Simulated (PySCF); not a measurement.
## SiH4N2

SiH4N2 is a silylene (divalent Si1, bonded to 2 N), neutral, singlet. The structure, one conformer, was relaxed in the gas phase by PBE0-D3(BJ)/def2-SVP. No frequency run checks that it is a minimum.

SMILES: N[Si]N

```
atom   x (Å)   y (Å)   z (Å)
 Si1  -0.019  -0.569  -1.011
  N2   1.336  -0.129  -0.032
  N3  -1.303   0.084  -0.058
  H4   1.332   0.372   0.852
  H5   2.276  -0.376  -0.318
  H6  -2.265  -0.006  -0.365
  H7  -1.238   0.583   0.825
```

Shieldings: GIAO PBE0/pcSseg-2. Shifts are against computed references at the same level: H TMS (σ 31.24 ppm), Si TMS (σ 341.3 ppm). Core levels by delta-SCF with SCAN, pcX-2 on the ionised atom and pcseg-1 elsewhere, spin-free X2C (2p3/2 is the spin-free 2p value less a third of a first-order spin-orbit splitting); from the vacuum level, for chosen atoms.

(1) Give the shieldings and core levels atom by atom.

(2) By CAM-B3LYP/def2-SVPD (TDDFT singlets, Tamm-Dancoff triplets, ionisation by delta-SCF), where does absorption start, and what does vertical ionisation take?

Answers

(1) 
| atoms | bonded to | σ (ppm) | δ (ppm) | core level (eV) |
| --- | --- | --- | --- | --- |
| Si1 | 2 N | 221.2 | 120.1 | 2p3/2 106.57 |
| N2 N3 | 1 Si + 2 H | 161.8 | - | 1s 404.55 |
| H4 H7 | 1 N | 28.15 | 3.09 | - |
| H5 H6 | 1 N | 28.38 | 2.87 | - |

Values are those of this one static structure; atoms that internal rotation interchanges would show their mean in an NMR spectrum.

(2) The lowest singlet lies at 5.29 eV (f 0.099), the strongest of the first 6 at 6.56 eV (f 0.403), the lowest triplet at 3.30 eV; vertical ionisation takes 8.82 eV.

The 3 runs behind this took 28 s in all, one thread each of Arm Neoverse V2 on a shared host, launched as `OMP_NUM_THREADS=1 python cluster_run.py task.json out`.
